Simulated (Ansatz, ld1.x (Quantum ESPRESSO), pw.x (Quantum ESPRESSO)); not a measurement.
**From atom to crystal: TM potential for Mg (Z = 12)**

```
Element                 : magnesium
Generator               : ld1.x (Quantum ESPRESSO) 7.5
Type                    : norm-conserving Troullier–Martins (Kleinman–Bylander form)
Functional              : PBEsol
Relativity              : scalar-relativistic
Frozen core             : [Ne]
Valence charge          : 2
Reference configuration : 3s2 3p0
Partial waves           : 3s (bound): rc 1.85 bohr; 3p (bound, empty): rc 2.65 bohr; 3d channel at -0.1 Ry: rc 2.15 bohr
Local potential         : all-electron potential smoothed inside 1.90 bohr (lloc = -1)
Core correction         : Bessel-smoothed model core, default radius (core density twice the valence density)
```

Atomic tests: cutoffs needed: 6 Ry and 21 Ry (the cutoffs (Ry, on a coarse ladder) from which the occupation-weighted sum of valence levels, in a spherical-Bessel basis at the reference potential, stays within 10 and 1 mRy of its value at 400 Ry); ghost test: no extra level below or beside the all-electron valence levels (s, p, d, f tested) (spherical-Bessel basis up to 400 Ry, 20 bohr box); largest excitation error: -13 meV (all-electron minus pseudo) for 3s0 3p2, out of 5 test configurations.

Crystal test: bcc Mg in pw.x 7.5, no spin, 13³ k-points, Fermi–Dirac smearing 0.01 Ry, cutoffs 50/200 Ry. The reference is all-electron LAPW (Ansatz 0.2.0) with the same functional, mesh and smearing; V0 and B0 come from Birch–Murnaghan fits to the pressures at five volumes. Errors are pseudo minus all-electron; Δ is the rms difference of the E(V) curves that follow from these fits, minima aligned, over ±6 % about the mean V0. Mesh and smearing are coarse, so the numbers serve the comparison and aren't converged zero-temperature values; the lattice is a test structure that the element need not adopt.

| V (Å³/atom) | P all-electron (GPa) | P pseudo (GPa) |
| --- | --- | --- |
| 21.324 | 2.25 | 1.81 |
| 21.885 | 1.14 | 0.73 |
| 22.446 | 0.16 | -0.21 |
| 23.007 | -0.70 | -1.05 |
| 23.568 | -1.46 | -1.78 |

All-electron: a0 = 3.559 Å (V0 = 22.55 Å³/atom), B0 = 36.1 GPa.

Pseudopotential: mean pressure error (GPa): -0.38; a0 (Å): 3.547; a0 error (%): -0.35; B0 error (%): +0.7; Δ (meV/atom): 1.8.

**Question.** At the middle volume, how do free energy and pressure move when the wave cutoff is lowered (ecutrho kept at four times it)?

**Answer.**

```json
{"cutoff (Ry)": "22", "shift of F (meV/atom)": "+3.4", "shift of P (GPa)": "-0.10"}
{"cutoff (Ry)": "30", "shift of F (meV/atom)": "+1.8", "shift of P (GPa)": "+0.00"}
{"cutoff (Ry)": "40", "shift of F (meV/atom)": "+0.7", "shift of P (GPa)": "-0.02"}
```

The run at the middle volume (84 k-points, 6 iterations) took about 6.1 s on one core of a shared host (Neoverse-V2, 96 threads, 371 GiB, load 56).
